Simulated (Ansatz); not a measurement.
```yaml
crystal:
  periodic: [false, false, false]
  atoms:
    - {symbol: Al, position_ang: [0.000000, 0.000000, -0.343900]}
    - {symbol: Mg, position_ang: [0.000000, 0.000000, 2.304541]}
    - {symbol: H, position_ang: [0.000000, 0.000000, -1.960641]}
basis:
  gaussian: {orbitals: def2-TZVP}
magnetization: {spin_polarized: true, initial_magnetization: 2}
hamiltonian: {xc: pbe0}
relax: {f_tol: 0.004, max_steps: 80}
```

```sh
$ ansatz run in.yaml --threads 1 --pin off --events-out ev --progress --plain --max-ram 2176MiB
```

Steps of the relaxation (energy above the last step; positions in Å, forces in eV/Å):

```
3
step 1, 2.5 meV
Al    0.000    0.000   -0.344    0.000    0.000   -0.260
Mg    0.000    0.000    2.305    0.000    0.000    0.131
H     0.000    0.000   -1.961    0.000    0.000    0.130
```

```
3
step 2, 0.2 meV
Al    0.000    0.000   -0.353    0.000    0.000   -0.059
Mg    0.000    0.000    2.314    0.000    0.000    0.039
H     0.000    0.000   -1.961    0.000    0.000    0.020
```

```
3
step 3, 0.0 meV
Al    0.000    0.000   -0.357    0.000    0.000   -0.001
Mg    0.000    0.000    2.319    0.000    0.000    0.002
H     0.000    0.000   -1.962    0.000    0.000    0.000
```

Close pairs at the end: Al1–H3 1.606 Å, Al1–Mg2 2.676 Å.

A stationary point of unrestricted PBE0 after 3 steps, with ⟨S²⟩ = 2.010 against 2.00 for a pure state; no frequencies were run, so it isn't proven a minimum. 12 s on 1 thread of Arm Neoverse V1, shared host.
